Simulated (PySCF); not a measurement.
# The bond of S2, level by level

An exercise on one series of results from a longer session: the logs are not shown, and one member is left open.

Computed with PySCF 2.14.0. Level: S def2-SVPD, no relativity.

Set-up of the first run:

The job is set up so:

| Quantity | Value |
| --- | --- |
| atoms | S, S |
| charge | 0 |
| basis | S def2-SVPD |
| Hamiltonian | no relativity |
| basis functions | 54 |
| electrons treated | 32 |
| masses in u | 31.9721, 31.9721 |
| levels | PBE0, PBE, r²SCAN, M06-2X, M06-L, TPSSh, CAM-B3LYP, HF, MP2, SCS-MP2, CCSD, CCSD(T) |
| grid | 80 radial by 434 angular points |
| occupations | held fixed by the projection of orbital angular momentum |
| dissociation limit | S + S, each in its ground configuration |
| starting distance in angstrom | 1.970 |
| values of 2S to try | 0, 2, 4 |

The run is started by

```
OMP_NUM_THREADS=1 python dia.py task.json out
```

Among the steps run: Input; The PBE0 curve of the state that the search chose; Other states along the same grid; PBE (GGA); r²SCAN (meta-GGA); M06-2X (hybrid meta-GGA); M06-L (meta-GGA); TPSSh (hybrid meta-GGA); CAM-B3LYP (range-separated hybrid); UHF (mean field); Correlated methods on the Hartree–Fock reference.

One table of the session follows, with a row left open; its other results are not shown here.

It belongs to the step «The curves together». Energy (eV) from each level's lowest point:

```
R (Å)    UHF  UHF-MP2  UHF-SCS-MP2  UHF-CCSD  UHF-CCSD(T)
1.643  1.617    1.939        1.901       n/a          n/a
1.720  0.649    0.894        0.864     0.876        0.932
1.796  0.151    0.308        0.288     0.293        0.329
1.854  0.003    0.086        0.075     0.077        0.095
1.911  0.000    0.000        0.000     0.000        0.000
1.968  0.107    0.015        0.028     0.028        0.008
2.045  0.373    0.146        0.180     0.183        0.133
2.140      ?        ?            ?         ?            ?
2.255  1.505    0.824        0.928     0.976        0.833
2.408  2.467    1.381        1.551       n/a          n/a
```

**Question.** Estimate the row for R (Å) = 2.140.

Worked estimate for «UHF». A straight line through the neighbours (2.045, 0.373) and (2.255, 1.505) gives 0.373 + (1.505 − 0.373) × (2.140 − 2.045) / (2.255 − 2.045) = 0.885; a parabola fitted to 4 rows on both sides gives 0.853.

As computed: UHF: 0.838; UHF-MP2: 0.420; UHF-SCS-MP2: 0.482; UHF-CCSD: 0.499; UHF-CCSD(T): 0.409. In «UHF» the line misses by +0.047 and the parabola by +0.015.
